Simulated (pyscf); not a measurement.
# Four-centre exchange: H₃C–Zn–CH₃ (SMILES [CH3][Zn][CH3]) + NH₃ (SMILES N) → CH₄ (SMILES C) + H₃C–Zn–NH₂ (SMILES [CH3][Zn][NH2])

Gas phase, singlet surface, charge 0. Bonds broken: C1–Zn2, N10–H11. Bonds formed: C1–H11, Zn2–N10. Structures and frequencies: ωB97X-D3(BJ)/def2-SVP in PySCF.

Transition state (Å):

```xyz
13

C     -2.1888     0.8826     0.4287
Zn    -0.0319     0.2157     0.1693
C      0.7108    -0.8585    -1.2826
H     -2.6029    -0.1385     0.3263
H     -2.8947     1.4251     1.0820
H     -2.2622     1.3699    -0.5618
H      1.7800    -0.6463    -1.4482
H      0.1797    -0.6716    -2.2305
H      0.6205    -1.9363    -1.0649
N      0.0812     1.2364     1.8858
H     -1.1306     1.1973     1.3529
H      0.2302     0.7605     2.7764
H      0.5554     2.1389     1.9357
```

One imaginary mode, 1560i cm⁻¹; descent along it reached the two sides named, in the forms told below.

```csv
bond,change,reactant side (Å),saddle,product side
C1–Zn2,breaks,1.979,2.272,3.2
N10–H11,breaks,1.020,1.324,2.6
C1–H11,forms,3.3,1.440,1.100
Zn2–N10,forms,2.270,2.000,1.826
```

Electronic energies relative to the separated reactants (kJ/mol):

```json
[
 {"level": "ωB97X-D3(BJ)/def2-TZVP", "barrier": "111.9", "reaction energy": "-39.7", "reverse barrier": "151.6"},
 {"level": "PBE/def2-TZVP", "barrier": "103.3", "reaction energy": "-36.9", "reverse barrier": "140.1"},
 {"level": "r²SCAN/def2-TZVP", "barrier": "99.1", "reaction energy": "-41.4", "reverse barrier": "140.5"},
 {"level": "B3LYP-D3(BJ)/def2-TZVP", "barrier": "113.7", "reaction energy": "-41.2", "reverse barrier": "154.9"},
 {"level": "PBE0-D3(BJ)/def2-TZVP", "barrier": "102.2", "reaction energy": "-36.5", "reverse barrier": "138.6"},
 {"level": "M06-2X/def2-TZVP", "barrier": "95.5", "reaction energy": "-43.6", "reverse barrier": "139.1"},
 {"level": "ωB97M-D3(BJ)/def2-TZVP", "barrier": "115.4", "reaction energy": "-37.8", "reverse barrier": "153.3"},
 {"level": "HF/def2-TZVP", "barrier": "161.4", "reaction energy": "-47.1", "reverse barrier": "208.5"}
]
```

With ωB97M-D3(BJ)/def2-TZVP energies and thermal terms (ideal gas, 1 atm, RRHO with modes under 100 cm⁻¹ raised to 100, one conformer, R ln 2 for rigid chiral ones), in kJ/mol:

| T (K) | ΔH‡ | ΔG‡ | ΔH | ΔG |
|---|---|---|---|---|
| 298 | 104.9 | 141.4 | -38.8 | -41.8 |
| 600 | 107.6 | 177.6 | -38.7 | -45.0 |
| 900 | 111.3 | 211.8 | -38.7 | -48.1 |
| 1200 | 115.3 | 244.7 | -38.7 | -51.2 |

On the reactant side the descent ends in an adduct with a N–Zn contact, 40.5 kJ/mol under the separated species and 152.4 kJ/mol under the saddle at ωB97X-D3(BJ)/def2-TZVP. What is counted as formed (N–Zn) is already present as a longer contact in the reactant adduct; forming that adduct is a step of its own. This is the saddle that the search found; another between the same sides may lie lower. Elements up to Kr have no core potential and no relativistic terms here.
